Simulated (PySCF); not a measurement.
# [C5H11N]+: g tensor and hyperfine couplings

C₅H₁₁N (charge +1 and doublet state).
SMILES with atom numbers: `[CH2:1]=[CH:2][N+:3]([CH3:4])[CH2:5][CH3:6]` (hydrogens: H7, H8 on C1; H9 on C2; H10, H11, H12 on C4; H13, H14 on C5; H15, H16, H17 on C6)

Geometry (GFN2-xTB, Å), atoms numbered from 1 in this order:
```
atom  x, y, z in Å
C1     2.2980   -1.0021    0.1540
C2     1.0343   -0.7746    0.6055
N3     0.2356    0.2275    0.2197
C4     0.6390    1.1771   -0.7692
C5    -1.0981    0.3191    0.7300
C6    -2.0914   -0.3224   -0.2552
H7     2.8556   -1.8415    0.5307
H8     2.7920   -0.3784   -0.5710
H9     0.6123   -1.4420    1.3468
H10   -0.1816    1.8515   -1.0029
H11    0.9643    0.6807   -1.6870
H12    1.4817    1.7738   -0.4061
H13   -1.1677   -0.1938    1.6913
H14   -1.3616    1.3718    0.8632
H15   -2.0625    0.1724   -1.2219
H16   -3.0942   -0.2305    0.1511
H17   -1.8627   -1.3766   -0.3890
```

The hyperfine couplings belong to this conformer and change with its torsions.

Method: UKS B3LYP, pcH-1 on C H N, non-relativistic, mean-field spin-orbit, GIAO in PySCF 2.14.0. The structure is a single GFN2-xTB conformer in the gas phase; no vibrational or solvent corrections. A GFN2-xTB geometry isn't a minimum of the functional, and hyperfine couplings can be far from their values at a DFT geometry, by a factor of two or more for some ions and for spin on atoms past the first row. Stability of the SCF solution: not tested.

```json
{"g1, g2, g3": "2.00213, 2.00337, 2.00365", "g_iso": "2.00305", "Form of g": "rhombic: the two nearest values differ by 18 % of g3 − g1", "⟨S²⟩": "0.7704 (exact 0.7500)", "α and β electrons": "24, 23", "HOMO–LUMO gap, α and β orbitals": "6.87, 4.74 eV", "Total energy": "-251.63853 Eh"}
```

Hyperfine couplings atom by atom, in MHz; T1 to T3 are the principal values of the dipolar part; ρ(0) is the spin density at the nucleus:

```
atom  isotope  a_iso     T1     T2    T3  Mulliken spin population  ρ(0) (bohr⁻³)
  C1      13C   49.2  -49.2  -48.3  97.6                      0.64         0.0438
  C2      13C  -40.9  -17.8    5.4  12.4                     -0.14        -0.0364
  N3      14N   25.9  -25.2  -24.7  50.0                      0.47         0.0802
  C4      13C  -17.9   -1.6    0.3   1.3                     -0.03        -0.0159
  C5      13C  -17.8   -3.5   -0.1   3.5                     -0.02        -0.0158
  C6      13C   29.6   -5.5   -5.3  10.9                      0.05         0.0263
  H7       1H  -41.3  -23.4   -2.2  25.6                     -0.03        -0.0092
  H8       1H  -39.9  -20.9   -2.7  23.6                     -0.02        -0.0089
  H9       1H    7.1   -5.2    0.2   5.0                      0.00         0.0016
 H10       1H    2.0   -3.1   -2.8   5.9                      0.00         0.0005
 H11       1H   57.4   -4.4   -0.6   5.0                      0.03         0.0128
 H12       1H   71.8   -4.1   -1.3   5.4                      0.03         0.0161
 H13       1H   12.8   -3.2   -2.5   5.7                      0.01         0.0029
 H14       1H   40.2   -3.8   -2.6   6.4                      0.02         0.0090
 H15       1H   -3.8   -3.6   -1.0   4.6                      0.00        -0.0008
 H16       1H   11.1   -3.0   -1.1   4.2                      0.01         0.0025
 H17       1H   -3.3   -3.8   -0.4   4.2                      0.00        -0.0007
```

The largest Mulliken spin populations are on C1 (+0.64), N3 (+0.47) and C2 (-0.14). The positive populations add up to 1.24 and the negative ones to -0.24, together 2S = 1. The angles at C1 add up to 360.0°, so it is planar; its axial dipolar tensor and the negative couplings of its protons fit spin in a p orbital normal to that plane.

The SMILES `C=C[N+](C)CC` draws the unpaired electron on N3, whose computed spin population is only +0.47.

Axes: g2 points within 15° of the N3–C4 bond and g3 points within 8° of the C1–C2 bond.

Under fast tumbling the dipolar parts average out, and these isotropic splittings remain (the largest six): 3 × 1H (H10/H11/H12, I = 1/2, 4 lines) with 1.56 mT, 1 × 1H (H7, I = 1/2, 2 lines) with 1.47 mT, 1 × 1H (H8, I = 1/2, 2 lines) with 1.42 mT, 2 × 1H (H13/H14, I = 1/2, 3 lines) with 0.94 mT, 1 × 14N (N3, I = 1, 3 lines) with 0.92 mT and 1 × 1H (H9, I = 1/2, 2 lines) with 0.25 mT.

Nuclei that the bonding pattern makes equivalent are averaged, as if the motion that swaps them (rotation, inversion, ring flip) were fast. The three 1H nuclei of mean +43.7 MHz run from 2.0 to 71.8 MHz in the frozen geometry. The three 1H nuclei of mean +1.3 MHz run from -3.8 to 11.1 MHz in the frozen geometry. The 1H value of +26.5 MHz is a mean of couplings from 12.8 to 40.2 MHz in this one geometry, not an average over conformers.

The 13C coupling of C1 (49.2 MHz) shows only in satellite lines or after enrichment, since that isotope makes up about 1.07 % of natural carbon.

Examples of negative spin density at the nucleus (bohr⁻³): C2 (-0.0364), C4 (-0.0159) and C5 (-0.0158).
